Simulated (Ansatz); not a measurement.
**Strength of the C–C bond: C2HF2N → CHF2 + CN**

Species: C2HF2N `N#CC(F)F`, singlet; CHF2 (difluoromethyl radical) `F[CH]F`, doublet; CN, doublet. 

Shapes, held fixed at every level: PBE0-D4/def2-TZVP. Programs: Ansatz 0.2.0. The zero-point and thermal change to 298 K, harmonic and unscaled (PBE0-D4/def2-TZVP), is -13.3 kJ/mol.

```tsv
level	kind	ΔH(298 K) (kJ/mol)
HF/def2-SVP	Hartree–Fock	+369.4
HF/def2-TZVPP	Hartree–Fock	+359.3
PBE-D4/def2-TZVPP	GGA	+463.5
B3LYP-D4/def2-TZVPP	global hybrid	+465.1
r2SCAN0-D4/def2-TZVPP	global hybrid	+458.1
wB97X-V/def2-TZVPP	range-separated hybrid	+489.6
B2PLYP/def2-TZVPP	double hybrid	+466.5
```

B2PLYP/def2-TZVPP gives ΔH(298 K) = +466.5 kJ/mol; the levels span +359.3 to +489.6. The median of the levels is +463.5. Hartree–Fock misses the correlation of the pair that is broken and comes out low. No measured value is set beside it here. Spin contamination: CN (⟨S²⟩ up to 1.11). Open shells run unrestricted unless RO is named.
